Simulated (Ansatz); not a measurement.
A nudged elastic band was laid between two geometries of FH + H3Si (6 atoms, charge 0, multiplicity 2).

Method: UKS B3LYP/6-31G* in Ansatz 0.2.0.

```json
{
 "movable images": "9",
 "climbing image": "yes",
 "spring": "5.0 eV/Å²",
 "optimiser": "quadratic models (default)",
 "start path": "through a guess of the saddle point",
 "force threshold": "0.05 eV/Å",
 "iteration limit": "60",
 "end points": "relaxed"
}
```

Initial state:

```xyz
6
Properties=species:S:1:pos:R:3
Si 0.000 0.000 -0.286
H 0.000 0.000 2.329
H 1.424 0.000 -0.710
H -0.712 1.233 -0.710
H -0.712 -1.233 -0.710
F 0.000 0.000 3.270
```

Final state:

```xyz
6
Properties=species:S:1:pos:R:3
Si -0.124 -0.224 -0.270
H -0.201 -0.221 2.682
H 1.359 -0.114 -0.301
H -0.771 1.116 -0.301
H -0.622 -1.085 -1.382
F 0.360 0.527 2.754
```

Task: What changes between the two ends?

Result: No bond is made or broken.

Task: What energy profile does the band end with?

Result: The forces met the threshold. The highest image is number 0 of 0 to 10, 0.000 eV above the first end and 0.063 eV above the last; the last end lies 0.063 eV below the first. The highest image is an end point: on this band no image between the ends rises above it. A vibrational analysis next to that end finds imaginary modes (171i, 171i cm⁻¹), so it isn't a minimum.

| image | path coordinate (Å) | energy (eV) |
| --- | --- | --- |
| 0 | 0.00 | 0.000 |
| 1 | 0.02 | 0.000 |
| 2 | 0.18 | -0.003 |
| 3 | 0.34 | -0.010 |
| 4 | 0.50 | -0.020 |
| 5 | 0.67 | -0.030 |
| 6 | 0.83 | -0.040 |
| 7 | 0.99 | -0.049 |
| 8 | 1.15 | -0.056 |
| 9 | 1.32 | -0.061 |
| 10 | 1.48 | -0.063 |

The band took 10 iterations and about 2.1 core-minutes.

The run took 2.1 min on 1 thread of Arm Neoverse V2, on a shared host, peak memory 0.1 GiB.
